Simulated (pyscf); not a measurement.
H₂N–SiH(NH₂)–NH₂ (SMILES N[SiH](N)N) + H₂O (SMILES O) -> H₂N–Si(NH₂)(NH₂)–OH (SMILES N[Si](N)(N)O) + H₂ (SMILES [H][H]), a four-centre exchange (singlet surface; H–Si, H–O broken, O–Si, H–H formed). PySCF, gas phase, ωB97X-D3(BJ)/def2-SVP geometries. Energies in kcal/mol from the separated reactants.

Small-basis levels: PySCF, no dispersion term, spherical d functions. AM1 to PM7: differences of heats of formation from MOPAC. GFN2-xTB: tblite. Cost: rough CPU time at the saddle relative to B3LYP/6-31G*, from one job on a shared machine.

| level | barrier | reaction energy | cost |
|---|---|---|---|
| HF/STO-3G | 63.9 | -15.4 | 0.03 |
| HF/3-21G | 34.1 | -34.0 | 0.03 |
| MP2/6-31G* | 34.5 | -29.4 | 0.08 |
| BP86/6-31G* | 24.8 | -25.2 | 1 |
| PBE/6-31G* | 22.5 | -25.4 | 1 |
| PBE/def2-SVP | 20.2 | -21.7 | 1 |
| GFN2-xTB | 41.4 | -13.9 | under 0.02 |
| PM6 | 26.0 | -42.8 | under 0.02 |
| PM7 | 42.2 | -43.3 | under 0.02 |
| ωB97M-D3(BJ)/def2-TZVP | 28.3 | -24.3 | – |

Against the last row the barrier runs from -8.1 (PBE/def2-SVP) to +35.6 kcal/mol (HF/STO-3G). ωB97M-D3(BJ)/def2-TZVP has limits of its own. On the reactant side the descent ends in a complex (not fully relaxed), 4.3 kcal/mol under the separated species and 33.4 kcal/mol under the saddle at ωB97X-D3(BJ)/def2-TZVP. One saddle was located; it need not be the lowest between these sides.
